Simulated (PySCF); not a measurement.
Isomers of C4H5F. Method used: PySCF, PBE0-D3(BJ)/def2-SVP geometry optimisation, gas phase. Energies are electronic, without zero-point or thermal terms, for one conformer each. No frequencies were run at this level. Point groups hold within 0.08 Å.

Question: Rank from lowest to highest electronic energy at this level (kcal/mol).
A. `[C@@H]1(C)C=C1F`
B. `[CH2:1]=[CH:2][C:3](=[CH2:4])[F:5]` with C1–C2–C3–C4 180°
C. `FC=C1CC1`
D. `CC#CCF`
E. `[C@H]12C[C@@]1(F)C2`

Answer: B (0.0), C (16.7), D (18.7), E (24.6), A (35.0).

As drawn, the highest has a three-membered ring, which the lowest lacks. Neighbours under 2.5 kcal/mol apart (FC=C1CC1 and CC#CCF) can change places with a better method, another conformer or zero-point energy.

| SMILES | E (Eh) | E rel (kcal/mol) | dipole (D) | point group | A, B, C (MHz) |
| --- | --- | --- | --- | --- | --- |
| C=CC(=C)F | -254.75945 | 0.0 | 1.29 | Cs | 10067, 4280, 3003 |
| FC=C1CC1 | -254.73289 | 16.7 | 1.58 | Cs | 15921, 3170, 2741 |
| CC#CCF | -254.72966 | 18.7 | 2.17 | near Cs | 25898, 2023, 1922 |
| F[C@]12C[C@H]1C2 | -254.72028 | 24.6 | 1.05 | Cs | 8863, 5801, 4326 |
| C[C@@H]1C=C1F | -254.70374 | 35.0 | 1.03 | C1 | 10660, 3761, 3072 |

Q: As an exercise, what shares would exp(−E/RT) give at 2000 K from these electronic energies alone (no entropy, no degeneracies)?

A: RT = 3.974 kcal/mol: C=CC(=C)F 97.4 %, FC=C1CC1 1.5 %, CC#CCF 0.9 %, F[C@]12C[C@H]1C2 0.2 %, C[C@@H]1C=C1F under 0.1 %.
